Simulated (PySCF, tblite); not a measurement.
2-thiophenamine, C4H5NS.
Bonds: N1–C2, C2–C3 (aromatic), C3–C4 (aromatic), C4–C5 (aromatic), C5–S6 (aromatic), C2–S6 (aromatic). Hydrogens: H7, H8 on N1; H9 on C3; H10 on C4; H11 on C5.

Computed with GFN2-xTB (tblite), gas phase: Langevin dynamics at 200 K from the optimised GFN2-xTB geometry, time step 0.5 fs, friction 0.01 fs⁻¹, 2000 steps. Over the second half of the run the saved frames average 195 K.

Frame at 250 fs, instantaneous temperature 193 K:
```
atom  x, y, z in Å
N1      1.771   -0.637   -0.206
C2      0.404   -0.328   -0.131
C3     -0.664   -1.171   -0.070
C4     -1.918   -0.523    0.000
C5     -1.756    0.853    0.017
S6     -0.085    1.371   -0.126
H7      2.417    0.042    0.062
H8      2.030   -1.588    0.125
H9     -0.463   -2.209    0.117
H10    -2.840   -0.947    0.201
H11    -2.531    1.556   -0.112
```

Frame at 425 fs, instantaneous temperature 272 K:
```
atom  x, y, z in Å
N1      1.763   -1.267   -0.243
C2      0.513   -0.777   -0.064
C3     -0.656   -1.468    0.043
C4     -1.832   -0.695    0.001
C5     -1.526    0.609    0.081
S6      0.223    0.973   -0.085
H7      2.531   -0.728    0.051
H8      1.931   -2.262   -0.003
H9     -0.610   -2.524    0.201
H10    -2.802   -1.132    0.053
H11    -2.193    1.470   -0.015
```

Frame at 625 fs, instantaneous temperature 122 K:
```
atom  x, y, z in Å
N1      2.184   -1.226   -0.050
C2      0.830   -0.924   -0.167
C3     -0.213   -1.751   -0.389
C4     -1.386   -0.964   -0.287
C5     -1.266    0.303    0.177
S6      0.369    0.637    0.375
H7      2.729   -0.687    0.577
H8      2.389   -2.215   -0.119
H9     -0.140   -2.740   -0.888
H10    -2.367   -1.351   -0.549
H11    -2.042    1.045    0.327
```

Frame at 800 fs, instantaneous temperature 176 K:
```
atom  x, y, z in Å
N1      1.975   -0.897    0.203
C2      0.669   -0.593   -0.088
C3     -0.281   -1.393   -0.603
C4     -1.517   -0.713   -0.753
C5     -1.493    0.569   -0.339
S6      0.142    1.069    0.076
H7      2.481   -0.194    0.726
H8      2.113   -1.831    0.534
H9     -0.055   -2.393   -0.873
H10    -2.460   -1.218   -1.000
H11    -2.285    1.347   -0.264
```

Frame at 1000 fs, instantaneous temperature 184 K:
```
atom  x, y, z in Å
N1      1.838   -1.046    0.113
C2      0.577   -0.586   -0.152
C3     -0.630   -1.249   -0.130
C4     -1.691   -0.487   -0.622
C5     -1.365    0.776   -0.962
S6      0.318    1.127   -0.710
H7      2.442   -0.372    0.485
H8      1.882   -1.861    0.676
H9     -0.790   -2.236    0.178
H10    -2.739   -0.777   -0.644
H11    -1.984    1.553   -1.381
```

Task: What do single points at PBE0/def2-SVPD (PySCF, gas phase, TDDFT, vertical, frozen core in the response) give on these frames?

Result: 
```tsv
t (fs)	GFN2-xTB E above start (eV)	DFT E above lowest frame (eV)	HOMO (eV)	LUMO (eV)	dipole (D)	S1 (eV)	f(S1)
250	0.28	0.14	-5.67	-0.23	1.77	4.48	0.007
425	0.26	0.13	-5.60	-0.10	1.94	4.32	0.002
625	0.33	0.17	-5.70	-0.03	1.44	4.68	0.021
800	0.17	0.00	-5.72	-0.07	1.68	4.46	0.001
1000	0.20	0.04	-5.67	-0.14	1.83	4.43	0.002
```

Both levels order the frames alike by energy; measured from each level's lowest frame they differ by 0.04 eV at most. The HOMO–LUMO gap runs from 5.44 to 5.67 eV. These are instantaneous structures, not minima.

The cost below is that of the whole dynamics run. Hardware: Arm Neoverse N1, one thread, no GPU, shared host. Cost: 14 s, 0.18 GiB resident at most.
